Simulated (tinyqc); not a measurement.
Hueckel theory of the pi electrons with the omega technique, for the molecule c1ccsc1 (SMILES; centres numbered as the heavy atoms are written), step by step. One step of it, computed by the program tinyqc.

Question. Energy, charges, bond orders. E = sum n x; q_r = z_r - P_rr; bond order p = P_rs; free valence = sqrt(3) - sum of p over the bonds of the atom.

final x values: 1.921060  1.037887  0.585829  -0.925121  -1.659655

occupations: 2.000000  2.000000  2.000000  0.000000  0.000000

final P:
```
           1C         2C         3C         4S         5C
1C   1.078922   0.533559  -0.081503  -0.218361   0.809173
2C   0.533559   1.078922   0.809173  -0.218361  -0.081503
3C  -0.081503   0.809173   1.044121   0.410032  -0.410516
4S  -0.218361  -0.218361   0.410032   1.753913   0.410032
5C   0.809173  -0.081503  -0.410516   0.410032   1.044121
```

Centres:
```
centre  z_r, pi electrons of the neutral centre         h
1C                                            1  0.000000
2C                                            1  0.000000
3C                                            1  0.000000
4S                                            2  0.960000
5C                                            1  0.000000
```

Bonds:
```
i  j         k
1  2         1
2  3         1
3  4  0.610000
4  5  0.610000
5  1         1
```

Give: pi energy = 6 alpha + this times beta; pi charges; Bond orders and lengths from R = 1.517 - 0.180 p; free valence of the carbons; gap between the highest filled and the next level.

Answer.

pi energy = 6 alpha + this times beta = 7.090

pi charges: 1C -0.079, 2C -0.079, 3C -0.044, 4S 0.246, 5C -0.044

Bond orders and lengths from R = 1.517 - 0.180 p (angstrom, C-C alone):
```
bond      p      R
1-2   0.534  1.421
2-3   0.809  1.371
3-4   0.410      -
4-5   0.410      -
5-1   0.809  1.371
```

free valence of the carbons: 1C 0.389, 2C 0.389, 3C 0.513, 5C 0.513

gap between the highest filled and the next level = 1.511 |beta|
